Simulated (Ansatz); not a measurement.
The same path of AlH3NS (6 atoms, charge 0, multiplicity 2) was run twice with different band settings. The coordinate that changes most is the dihedral H5–N1–Al2–S3.

Theory: Ansatz, UKS PBE-D4/def2-SVP.

Relaxed end points:

```xyz
6
Properties=species:S:1:pos:R:3
N -0.921 0.198 -0.986
Al 0.143 -0.799 0.053
S 1.381 0.312 1.541
H -0.989 1.220 -0.955
H -1.544 -0.173 -1.707
H 1.973 -0.822 2.007
```

```xyz
6
Properties=species:S:1:pos:R:3
N -0.363 0.982 -0.867
Al 0.781 0.090 0.183
S -0.045 -1.700 1.229
H -0.129 1.820 -1.404
H -1.344 0.731 -1.020
H 1.142 -1.986 1.833
```

Common settings: movable images 7; climbing image yes; spring 5.0 eV/Å²; optimiser quadratic models (default); start path IDPP; force threshold 0.03 eV/Å; end points relaxed.

| run | iteration limit |
| --- | --- |
| 1 | 60 |
| 2 | 10 |

What does each run give, and how far can it be trusted?

Run 1: converged after 6 iterations, highest image 0.189 eV above the first end. A vibrational analysis at the climbing image gives one clearly imaginary mode, 274i cm⁻¹: a first-order saddle point.
Run 2: converged after 6 iterations, highest image 0.189 eV above the first end. Another band between the same ends (7 images) ends at a top of the same energy, where a vibrational analysis finds 1 clearly imaginary mode.
